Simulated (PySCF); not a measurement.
Compound: propanenitrile, C3H5N.
Numbering: `[CH3:1][CH2:2][C:3]#[N:4]` (hydrogens: H5, H6, H7 on C1; H8, H9 on C2)

Geometry (GFN2-xTB, Å), atoms numbered from 1 in this order:
```
atom  x, y, z in Å
C1    -0.9640   -0.2959    0.0853
C2     0.2971    0.4658   -0.3276
C3     1.4661   -0.0973    0.2999
N4     2.3846   -0.5538    0.8041
H5    -1.1010   -0.2491    1.1633
H6    -0.8909   -1.3409   -0.2076
H7    -1.8355    0.1406   -0.3968
H8     0.2229    1.5170   -0.0340
H9     0.4342    0.4195   -1.4118
```

PySCF closed-shell single points with density fitting, gas phase. The input was altered on purpose; the results of an altered input aren't properties of the species above.

Task: What comes out at HCTH407/SBKJC-VDZ with: at most 58 cycles, bond C1–C2 scaled by 0.5?

Result: E = -28.1504 Eh; HOMO -5.69 eV, LUMO -2.49 eV (gap 3.20 eV), in 12 cycles. The distance C1···C2 goes from 1.530 to 0.765 Å. Only C2 was moved, along that bond; its nearest neighbour is now C1 at 0.765 Å.

Coordinates of the altered input:
```
atom  x, y, z in Å
C1    -0.9640   -0.2959    0.0853
C2    -0.3334    0.0850   -0.1212
C3     1.4661   -0.0973    0.2999
N4     2.3846   -0.5538    0.8041
H5    -1.1010   -0.2491    1.1633
H6    -0.8909   -1.3409   -0.2076
H7    -1.8355    0.1406   -0.3968
H8     0.2229    1.5170   -0.0340
H9     0.4342    0.4195   -1.4118
```

The SCF part of the output:
```
final grid: 71480 points
cycle   1  E = -27.8415354656  dE = -1.954e+00  |g| = 9.707e-01  |ddm| = 2.866e+02
cycle   2  E = -26.9859142047  dE =  8.556e-01  |g| = 1.902e+00  |ddm| = 4.681e+01
cycle   3  E = -28.0236088926  dE = -1.038e+00  |g| = 6.797e-01  |ddm| = 6.108e+01
cycle   4  E = -28.1455815561  dE = -1.220e-01  |g| = 1.050e-01  |ddm| = 7.100e+00
cycle   5  E = -28.1471089953  dE = -1.527e-03  |g| = 9.185e-02  |ddm| = 1.028e+01
cycle   6  E = -28.1494597733  dE = -2.351e-03  |g| = 4.505e-02  |ddm| = 3.509e+00
cycle   7  E = -28.1504391858  dE = -9.794e-04  |g| = 3.200e-03  |ddm| = 1.094e+00
cycle   8  E = -28.1504425349  dE = -3.349e-06  |g| = 1.055e-03  |ddm| = 4.213e-02
cycle   9  E = -28.1504430510  dE = -5.161e-07  |g| = 3.813e-04  |ddm| = 1.407e-02
cycle  10  E = -28.1504431095  dE = -5.853e-08  |g| = 5.191e-05  |ddm| = 1.650e-02
cycle  11  E = -28.1504431110  dE = -1.426e-09  |g| = 6.916e-06  |ddm| = 9.061e-04
cycle  12  E = -28.1504431110  dE = -1.666e-11  |g| = 1.548e-06  |ddm| = 8.020e-05
converged SCF energy = -28.1504431110
```
